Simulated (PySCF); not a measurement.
Gas-phase reaction: SiF4 + 4 SiH + HF → 5 SiHF

Computed with PySCF and rigid-rotor harmonic-oscillator thermochemistry at 1 bar. † marks an energy on the PBE0/def2-TZVP geometry and frequencies; other levels use their own. MP2 freezes the core. Open shells (unrestricted): SiH (multiplicity 2, electronic degeneracy 4); the rest are closed-shell singlets. Spin-orbit splitting is ignored; it lowers the true energy and changes the entropy of SiH. B3LYP is the form with VWN-RPA correlation. SiHF: computed as isolated molecules; such fragments, hydroxides, amides, oligomers or adducts are transient or little studied in the gas. MP2 isn't extrapolated to the basis-set limit; its ΔH°(298 K) is -323.0 kJ in def2-SVP and -356.4 kJ in def2-TZVPP. The harmonic model lacks anharmonicity and excited electronic states, which grow with temperature; levels with a mode under 35 cm⁻¹ are left out.

| level | ΔE electronic, kJ | ΔH°(298 K), kJ | ΔS°(298 K), J/K | ΔG°(2500 K), kJ |
|---|---|---|---|---|
| B3LYP/def2-TZVP† | -386 | -390 | -56 | -211 |
| HF/def2-TZVP† | -174 | -178 | -56 | 1 |
| MP2/def2-SVP† | -319 | -323 | -56 | -145 |
| MP2/def2-TZVPP† | -353 | -356 | -56 | -178 |
| PBE0/def2-QZVP† | -344 | -347 | -56 | -169 |
| PBE0/def2-TZVP | -345 | -349 | -56 | -170 |
| ωB97X-V/def2-TZVP† | -394 | -398 | -56 | -219 |
ΔH° is lowest at ωB97X-V/def2-TZVP† and highest at HF/def2-TZVP†. No reference value is set beside these.
